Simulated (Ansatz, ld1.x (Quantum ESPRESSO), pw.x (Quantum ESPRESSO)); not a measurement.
## Mo: does the RRKJ potential hold in the solid?

```json
{
 "Element": "Mo",
 "Generator": "ld1.x (Quantum ESPRESSO) 7.5",
 "Type": "norm-conserving RRKJ (Kleinman–Bylander form)",
 "Functional": "LDA (PW92)",
 "Relativity": "scalar-relativistic",
 "Frozen core": "[Kr]",
 "Valence charge": "6",
 "Reference configuration": "4d5 5s1 5p0",
 "Partial waves": "5p (bound, empty): rc 2.75 bohr; 4d (bound): rc 2.30 bohr; 5s (bound): rc 2.70 bohr",
 "Local potential": "the s channel",
 "Core correction": "a·sin(br)/r model core inside 2.86 bohr",
 "rho0": "0.01"
}
```

Atomic tests: cutoffs needed: 30 Ry and 35 Ry (the cutoffs (Ry, on a coarse ladder) from which the occupation-weighted sum of valence levels, in a spherical-Bessel basis at the reference potential, stays within 10 and 1 mRy of its value at 400 Ry); ghost test: no extra level below or beside the all-electron valence levels (p, d, s, f tested) (spherical-Bessel basis up to 400 Ry, 20 bohr box); largest excitation error: -448 meV (all-electron minus pseudo) for 4d2 5s0 5p0, out of 7 test configurations.

Crystal test: bcc Mo in pw.x 7.5, no spin, 15³ k-points, Fermi–Dirac smearing 0.01 Ry, cutoffs 50/200 Ry. The reference is all-electron LAPW (Ansatz 0.2.0) with the same functional, mesh and smearing; V0 and B0 come from Birch–Murnaghan fits to the pressures at five volumes. Errors are pseudo minus all-electron; Δ is the rms difference of the E(V) curves that follow from these fits, minima aligned, over ±6 % about the mean V0. Mesh and smearing are coarse, so the numbers serve the comparison and aren't converged zero-temperature values; the lattice is a test structure that the element need not adopt.

```tsv
V (Å³/atom)	P all-electron (GPa)	P pseudo (GPa)
14.314	16.92	35.90
14.690	8.05	25.45
15.067	0.24	16.22
15.444	-6.63	8.07
15.820	-12.67	0.88
```

All-electron: a0 = 3.113 Å (V0 = 15.08 Å³/atom), B0 = 291.6 GPa.

Pseudopotential: mean pressure error (GPa): +16.12. The pressure does not cross zero within the volumes sampled, so no fit is given. The largest radius (2.75 bohr) exceeds half the bond length (2.55 bohr), so the spheres overlap, which is one possible source of error among others. This is a poor potential for the solid.

Question: At the middle volume, how do free energy and pressure move when the wave cutoff is lowered (ecutrho kept at four times it)?

Answer:

```csv
cutoff (Ry),shift of F (meV/atom),shift of P (GPa)
22,+950.3,-56.53
30,+16.8,-2.18
40,+1.9,-0.09
```

The run at the middle volume (120 k-points, 8 iterations) took about 4.5 s on one core of a shared host (Intel(R) Xeon(R) 6975P-C, 96 threads, 186 GiB, load 15).
